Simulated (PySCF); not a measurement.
Gas-phase reaction: 4 C3H4 (allene) + 2 H2O = 5 C2H4 + 2 CO

Computed with PySCF (xtb for GFN2) and rigid-rotor harmonic-oscillator thermochemistry at 1 bar. 'Table' is the NASA 1993 thermochemical table (part measured, part estimated). † marks an energy on the PBE0/def2-TZVP geometry and frequencies; other levels use their own. CCSD(T) freezes the core. 6-31G* has spherical d functions here. All species are closed-shell singlets. CCSD(T) isn't extrapolated to the basis-set limit.

Levels: a) HF/6-31G*; b) ωB97X-V/def2-TZVP†; c) GFN2-xTB; d) HF/def2-TZVP†; e) CCSD(T)/def2-SVP†.

Order the levels by the distance of their ΔH°(298 K) from the table for this reaction, closest first.

b (-12 kJ), e (-99 kJ), d (-142 kJ), a (-202 kJ), c (+359 kJ)

The table gives -239 kJ. The order holds for this reaction alone, and for the 1993 entries, some of which have been revised since.
